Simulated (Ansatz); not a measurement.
**CHAlP+ (singlet): wave-function methods side by side, cc-pVDZ**

The task here is to estimate one member of a computed series from the others.

Method: cc-pVDZ, core rule «outside noble gas», up to 11 orbitals frozen; program: Ansatz 0.2.0, Gaussian basis.

The runs, in order: UHF; CCSD(T) on RHF; CCSD(T) on UHF; BCCD(T) on RHF; CISD; CCSDT(Q) on RHF; CCSDT(Q) on UHF; CASSCF and MRCISD+Q, 8 electrons in 8 orbitals; CASSCF and MRCISD+Q(relaxed), 8 electrons in 8 orbitals; CASSCF and NEVPT2, 8 electrons in 8 orbitals.

18 further runs of the same task are left out: 6 that didn't finish, 12 set aside as unsound or not needed. Runs told in other sessions of the task aren't counted.

### What is computed

The geometry is a PBE0/def2-TZVP stationary point (not a proven minimum) of the parent state, kept for this charge and spin.

4 atoms, charge 1, spin multiplicity 1.

Atoms are counted from 1 here; the program's logs count them from 0.

Bond lengths: Al1–C3 1.813 Å, Al1–H4 1.559 Å, P2–C3 1.575 Å. Angles: C3–Al1–H4 180.0°, Al1–C3–P2 180.0°.

Set-up of the first run:

The input, in.yaml:

```yaml
crystal:
  periodic: [false, false, false]
  atoms:
    - {symbol: Al, position_ang: [0.000000, 0.000000, -0.910497]}
    - {symbol: P, position_ang: [0.000000, 0.000000, 2.477321]}
    - {symbol: C, position_ang: [0.000000, 0.000000, 0.902670]}
    - {symbol: H, position_ang: [0.000000, 0.000000, -2.469495]}
basis:
  gaussian: {orbitals: cc-pVDZ}
total_charge: 1
magnetization: {spin_polarized: true, initial_magnetization: 0}
hamiltonian: {xc: hf}
output: {orbitals: {seedname: orbitals}}
```

Launch:

```console
$ ansatz run in.yaml --threads 1 --pin off --events-out ev --progress --plain --max-ram 2393MiB
```

Among the steps run: UHF; CCSD(T) on RHF; CCSD(T) on UHF; BCCD(T) on RHF; CISD; CCSDT(Q) on RHF; CCSDT(Q) on UHF; CASSCF and MRCISD+Q, 8 electrons in 8 orbitals; CASSCF and MRCISD+Q(relaxed), 8 electrons in 8 orbitals; CASSCF and NEVPT2, 8 electrons in 8 orbitals.

One table of the session follows, with a row left open; its other results are not shown here.

It belongs to the step «Misses and costs». 

| method | from RCCSDT(Q) (meV) |
| --- | --- |
| RHF | +8768.4 |
| UHF | +8653.6 |
| RMP2 | +1057.2 |
| CISD | +1402.8 |
| RCCSD | +521.5 |
| RCCSD(T) | +68.4 |
| BCCD(T) | ? |
| RCCSDT | +55.1 |
| RCCSDT(Q) | 0 |
| CASSCF frontier | +5534.2 |
| MRCISD frontier | +571.0 |
| MRCISD+Q frontier | +70.3 |
| MRCISD+Q(relaxed) frontier | +37.0 |

Estimate the missing values for BCCD(T).

The run gave: from RCCSDT(Q) (meV): +66.1. In the column «from RCCSDT(Q) (meV)» it lies between RCCSDT (+55.1) and RCCSD(T) (+68.4).

Not comparable, so not listed: CCSD(T) on UHF; CASSCF and NEVPT2, 8 electrons in 8 orbitals (they don't share determinant, frozen orbitals or solution with the rows shown, or repeat one).

Caveats from the session: The determinant of HF (⟨S²⟩ 0.51) is far from a pure spin state, so its energy mixes those of several spin states; that is harmless only where they are near-degenerate. Warnings: restricted reference is unstable; spin contamination. Warnings in the runs' records: passed over end.
